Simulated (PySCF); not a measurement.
**`C=C[S@@](C)=O`: 4 charge schemes on one density**

C3H6OS.
Z-matrix (Å and degrees, GFN2-xTB geometry), rows numbered from 1:
```
C 
C   1  1.3142
S   2  1.8211  1  119.95
C   3  1.8561  2   93.08  1  -110.15
O   3  1.4617  2  106.02  1    -2.31
H   1  1.0771  2  123.66  3  -179.06
H   1  1.0799  2  118.94  3     1.28
H   2  1.0771  1  125.64  3   177.62
H   4  1.0843  3  109.22  2    56.79
H   4  1.0836  3  108.53  2   -64.57
H   4  1.0850  3  107.48  2   176.18
```

Density: PBE0/pcSseg-1 (PySCF); schemes: Mulliken, IAO, Hirshfeld and ESP-fitted. The structure is a single GFN2-xTB conformer in the gas phase; no vibrational or solvent corrections.

Atoms with like bonding are taken together and averaged. Which atoms carry the highest charge in the Mulliken, IAO, Hirshfeld and ESP-fitted schemes?

All schemes agree: Mulliken S3 (+0.643); IAO S3 (+1.111); Hirshfeld S3 (+0.339); ESP-fitted S3 (+0.322).

At which atom do the 4 schemes differ most?

At S3: from +0.322 (ESP-fitted) to +1.111 e (IAO), 0.789 e apart.

For which atoms does the sign change between the 4 schemes (beyond +0.03 e in one, beyond −0.03 e in another)?

For none.

What partial charge does each atom carry?

In e; atoms taken as equivalent share a row and are averaged (×n: the atom named and its like, n in all):

```csv
atom,environment,Mulliken,IAO,Hirshfeld,ESP-fitted
C1,terminal =CH2 carbon,-0.107,-0.296,-0.085,-0.212
C2,alkene CH carbon,-0.395,-0.333,-0.076,-0.227
S3,sulfinyl sulfur,+0.643,+1.111,+0.339,+0.322
C4,S-methyl carbon,-0.401,-0.574,-0.131,-0.493
O5,sulfinyl oxygen,-0.614,-0.901,-0.354,-0.416
H6,vinylic hydrogen,+0.135,+0.166,+0.060,+0.134
H7,vinylic hydrogen,+0.152,+0.175,+0.048,+0.166
H8,vinylic hydrogen,+0.137,+0.158,+0.049,+0.179
H9/H10/H11,methyl hydrogen,+0.150,+0.164,+0.050,+0.183
```

Mean size of the charges over all atoms: IAO 0.383 e, Mulliken 0.276 e, ESP-fitted 0.245 e, Hirshfeld 0.118 e. Each set sums to the total charge, 0, to within 0.001 e. The Mulliken scheme counts on each atom the diagonal of the density matrix times the overlap matrix over that atom's basis functions. The IAO scheme projects the occupied orbitals on a minimal set of polarised atomic orbitals and counts the electrons in each atom's part of it.

Some averages cover members that differ in this geometry: H9/H10/H11, ESP-fitted +0.158 to +0.202 e.

How many electrons does the Mulliken scheme count on C1?

Z − q = 6 − (-0.107) = 6.107.

How closely do the schemes follow one another over all atoms?

Correlation coefficient and root-mean-square difference: IAO with Hirshfeld 0.99, 0.341 e; Mulliken with IAO 0.98, 0.184 e; Mulliken with Hirshfeld 0.96, 0.188 e; Mulliken with ESP-fitted 0.93, 0.133 e; IAO with ESP-fitted 0.90, 0.284 e; Hirshfeld with ESP-fitted 0.86, 0.155 e.

The run behind these numbers computed NMR shieldings as well. Hardware: one thread, x86-64 server, on a shared host. Cost: 7.5 s of wall time.
